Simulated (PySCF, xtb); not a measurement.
Homolysis of single bonds, series C F-Cl. Isolated molecules, 0 K electronic values unless said otherwise. Strings in code marks are SMILES. Quantity: homolytic bond dissociation enthalpy at 298 K (no spin–orbit term). Thermal and zero-point terms are GFN2-xTB rigid-rotor harmonic values (xtb). Level 1: PBE-D3(BJ)/def2-TZVP // PBE0-D3(BJ)/def2-TZVP (PySCF). Level 2: ωB97X-D3(BJ)/def2-TZVP // PBE0-D3(BJ)/def2-TZVP (PySCF).

| case | level 1 (kcal/mol) | level 2 (kcal/mol) |
|---|---|---|
| Cl–C bond of `ClC(Cl)(Cl)Cl`, giving `Cl[C](Cl)Cl` and `[Cl]` | 69.1 | 68.5 |
| C–Cl bond of `FC(Cl)(Cl)Cl`, giving `F[C](Cl)Cl` and `[Cl]` | 76.3 | 75.4 |
| C–Cl bond of `FC(F)(F)Cl`, giving `F[C](F)F` and `[Cl]` | 88.3 | 87.0 |
| F–C bond of `FC(Cl)(Cl)Cl`, giving `Cl[C](Cl)Cl` and `[F]` | 107.8 | 103.6 |
| F–C bond of `FC(F)(F)Cl`, giving `F[C](F)Cl` and `[F]` | 124.0 | withheld |
| F–C bond of `FC(F)(F)F`, giving `F[C](F)F` and `[F]` | 130.6 | 128.1 |

Task: Fit level 2 = a + b·x to the 5 complete rows by least squares, with x = level 1 in kcal/mol. Give a, b and the rms residual, and predict the withheld value.

Result: Means of the 5 rows: x̄ = 94.42, ȳ = 92.52 kcal/mol. Σ(x − x̄)² = 2494.9 and Σ(x − x̄)(y − ȳ) = 2387.7, so b = 0.957 and a = ȳ − b·x̄ = 2.16 kcal/mol. The rms residual is 0.90 kcal/mol. At x = 124 the line gives 120.8 kcal/mol. The run for F–C bond of `FC(F)(F)Cl`, giving `F[C](F)Cl` and `[F]` gave 121.1 kcal/mol, so the line is off by 0.3 kcal/mol, within twice the rms residual.

Codes: PySCF, xtb.
